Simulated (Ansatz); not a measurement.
**AlP2H (quintet): from Hartree-Fock to the top rungs, cc-pVDZ**

The task here is to estimate one member of a computed series from the others.

Method: cc-pVDZ, core rule «outside noble gas», up to 15 orbitals frozen; program: Ansatz 0.2.0, Gaussian basis.

To be run: UHF; CCSD(T) on ROHF; CCSD(T) on UHF; BCCD(T) on ROHF; CISD; CCSDT(Q) on ROHF; CCSDT(Q) on UHF.

30 further runs of the same task are left out: 4 for a known fault of the program, 9 that didn't finish, 17 set aside as unsound or not needed.

## The system

The geometry is a PBE0/def2-TZVP stationary point (not a proven minimum) of the parent state, kept for this charge and spin.

4 atoms, charge 0, spin multiplicity 5.

Atoms are counted from 1 here; the program's logs count them from 0.

Bond lengths: Al1–P2 2.381 Å, P2–P3 2.081 Å, P2–H4 1.418 Å. Angles: Al1–P2–P3 143.2°, Al1–P2–H4 108.7°, P3–P2–H4 108.1°.

Set-up of the first run:

in.yaml reads:

```yaml
crystal:
  periodic: [false, false, false]
  atoms:
    - {symbol: Al, position_ang: [0.000000, -0.262630, 2.268004]}
    - {symbol: P, position_ang: [0.000000, 0.435657, -0.007922]}
    - {symbol: P, position_ang: [0.000000, -0.267170, -1.966206]}
    - {symbol: H, position_ang: [0.000000, 1.852797, -0.047687]}
basis:
  gaussian: {orbitals: cc-pVDZ}
magnetization: {spin_polarized: true, initial_magnetization: 4}
hamiltonian: {xc: hf}
output: {orbitals: {seedname: orbitals}}
```

The run is started by

```sh
ansatz run in.yaml --threads 1 --pin off --events-out ev --progress --plain --max-ram 2393MiB
```

Steps of the session up to this table: UHF; CCSD(T) on ROHF; CCSD(T) on UHF; BCCD(T) on ROHF; CISD; CCSDT(Q) on ROHF; CCSDT(Q) on UHF.

One of the session's tables, all rows but one given; the rest of the session is left out.

```
   method  from UCCSDT(Q) (kcal/mol)
     ROHF                    +181.12
      UHF                    +174.99
     RMP2                     +34.41
     UMP2                     +34.59
     CISD                     +28.43
    RCCSD                          ?
    UCCSD                      +9.44
 RCCSD(T)                      +2.03
 UCCSD(T)                      +2.09
  BCCD(T)                      +1.99
   RCCSDT                      +0.75
   UCCSDT                      +0.74
RCCSDT(Q)                      +0.05
UCCSDT(Q)                          0
```

Estimate the missing values for RCCSD.

The run gave: from UCCSDT(Q) (kcal/mol): +9.60. In the column «from UCCSDT(Q) (kcal/mol)» it lies between UCCSD (+9.44) and CISD (+28.43).

Limits of these values: Restricted and unrestricted rows rest on different reference determinants; where their highest levels disagree by more than a few hundredths of an eV, they describe different states and don't form one ladder.
